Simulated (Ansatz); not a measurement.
**BCl₂ (quartet): wave-function methods side by side, def2-TZVPP**

The task here is to estimate one member of a computed series from the others.

The runs use Ansatz 0.2.0, Gaussian basis; def2-TZVPP, core rule «outside noble gas», up to 11 orbitals frozen.

The runs, in order: UHF; ROHF; CCSD(T) on UHF.

**The geometry**

The geometry is a PBE0/def2-TZVP stationary point (not a proven minimum).

3 atoms, charge 0, spin multiplicity 4.

Atoms are counted from 1 here; the program's logs count them from 0.

Bond lengths: B1–Cl2 1.837 Å, B1–Cl3 1.837 Å. Angles: Cl2–B1–Cl3 89.7°.

Geometry (Å):

```xyz
3
charge 0, multiplicity 4
B     0.00000   -1.13005    0.00000
Cl    0.00000    0.17230   -1.29554
Cl    0.00000    0.17230    1.29554
```

The first run:

File in.yaml:

```yaml
crystal:
  periodic: [false, false, false]
  atoms:
    - {symbol: B, position_ang: [0.000000, -1.130054, 0.000000]}
    - {symbol: Cl, position_ang: [0.000000, 0.172299, -1.295539]}
    - {symbol: Cl, position_ang: [0.000000, 0.172299, 1.295539]}
basis:
  gaussian: {orbitals: def2-TZVPP}
magnetization: {spin_polarized: true, initial_magnetization: 3}
hamiltonian: {xc: hf}
output: {orbitals: {seedname: orbitals}}
```

Command:

```
> ansatz run in.yaml --threads 1 --pin off --events-out ev --progress --plain --max-ram 4096MiB --backend cpu
```

Steps of the session up to this table: UHF; ROHF; CCSD(T) on UHF.

One table of the session follows, with a row left open; its other results are not shown here.

| method | from UCCSD(T) (meV) |
| --- | --- |
| ROHF | +13692.3 |
| UHF | +13406.5 |
| UMP2 | +1661.0 |
| UCCSD | ? |
| UCCSD(T) | 0 |

**Question.** Estimate the row for UCCSD.

As computed: from UCCSD(T) (meV): +624.5. In the column «from UCCSD(T) (meV)» it lies between UCCSD(T) (0) and UMP2 (+1661.0).

With the free atoms at the same levels and basis (separate runs), the atomisation energy is 3.319 eV at UCCSD(T), 2.050 eV at ROHF.
